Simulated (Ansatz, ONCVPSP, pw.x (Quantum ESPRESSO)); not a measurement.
## magnesium: does the ONCV potential hold in the solid?

| Quantity | Value |
| --- | --- |
| Element | magnesium |
| Generator | ONCVPSP 4.0.1.1 (patched build) |
| Type | optimised norm-conserving Vanderbilt (ONCV) |
| Functional | PBEsol |
| Relativity | scalar-relativistic |
| Frozen core | [Ne] |
| Valence charge | 2 |
| Reference configuration | 3s2 |
| Partial waves | 3s: rc 2.30 bohr, ncon 5, nbas 8, qcut 3.7 1/bohr, 2 projectors, debl 0.7 Ha; p scattering state at 0.02 Ha: rc 2.50 bohr, ncon 4, nbas 8, qcut 3.8 1/bohr, 2 projectors, debl 2.2 Ha; d scattering state at 0.02 Ha: rc 2.25 bohr, ncon 3, nbas 8, qcut 3.9 1/bohr, 3 projectors, debl 2.2 Ha |
| Local potential | polynomial inside 2.20 bohr (lpopt 5, dvloc0 1 Ha) |
| Core correction | none |

In the p channel the program set the typed energies aside and used 0.050, 2.250 Ha.

Crystal test: diamond Mg in pw.x 7.5, no spin, 8³ k-points, Fermi–Dirac smearing 0.01 Ry, cutoffs 35/140 Ry. The reference is all-electron LAPW (Ansatz 0.2.0) with the same functional, mesh and smearing; V0 and B0 come from Birch–Murnaghan fits to the pressures at five volumes. Errors are pseudo minus all-electron; Δ is the rms difference of the E(V) curves that follow from these fits, minima aligned, over ±6 % about the mean V0. Mesh and smearing are coarse, so the numbers serve the comparison and aren't converged zero-temperature values; the lattice is a test structure that the element need not adopt.

```csv
V (Å³/atom),P all-electron (GPa),P pseudo (GPa)
37.049,0.66,0.74
38.024,0.30,0.38
38.999,-0.01,0.06
39.974,-0.29,-0.22
40.949,-0.54,-0.46
```

All-electron: a0 = 6.780 Å (V0 = 38.96 Å³/atom), B0 = 11.9 GPa.

Pseudopotential: mean pressure error (GPa): +0.08; a0 (Å): 6.794; a0 error (%): +0.21; B0 error (%): -2.4; Δ (meV/atom): 0.6. Atomic configuration tests: 1 of 4 tests not solved or not reliable.

At the middle volume, how do free energy and pressure move when the wave cutoff is lowered (ecutrho kept at four times it)?

```json
{"cutoff (Ry)": "16", "shift of F (meV/atom)": "+0.2", "shift of P (GPa)": "-0.00"}
{"cutoff (Ry)": "21", "shift of F (meV/atom)": "+0.1", "shift of P (GPa)": "-0.00"}
{"cutoff (Ry)": "28", "shift of F (meV/atom)": "+0.0", "shift of P (GPa)": "+0.00"}
```

The run at the middle volume (29 k-points, 7 iterations) took about 15 s on one core of a shared host (Neoverse-N1, 64 threads, 124 GiB, load 55).
